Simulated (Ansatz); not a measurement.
Basis-set extrapolation for `C=CC(F)Cl` (PBE0-D4/def2-TZVP geometry, frozen core, the Gaussian-basis code of Ansatz). Multiplicity 1, RHF reference.

```
                      def2-TZVPP   def2-QZVPP
                 HF  -674.942829  -674.964990
    MP2 correlation    -0.924862    -1.000349
CCSD(T) correlation    -1.003642      not run
```

Energies in hartree. Use E(X) = E(∞) + A·exp(−7.88·√X) for Hartree–Fock and E(X) = E(∞) + B·X^(−2.97) for correlation, with X = 3 and 4, and add CCSD(T) minus MP2 of the smaller set to the MP2 limit.

What is the CCSD(T) energy at the basis-set limit?

HF limit: -674.964990 + (-0.022161) × 0.13774 = -674.96804. MP2 limit: -1.000349 + (-0.075487) × 0.74074 = -1.05627. Higher-order term: -1.003642 − (-0.924862) = -0.07878. Total: -676.10309 hartree, 411.2 kJ/mol below CCSD(T)/def2-TZVPP.
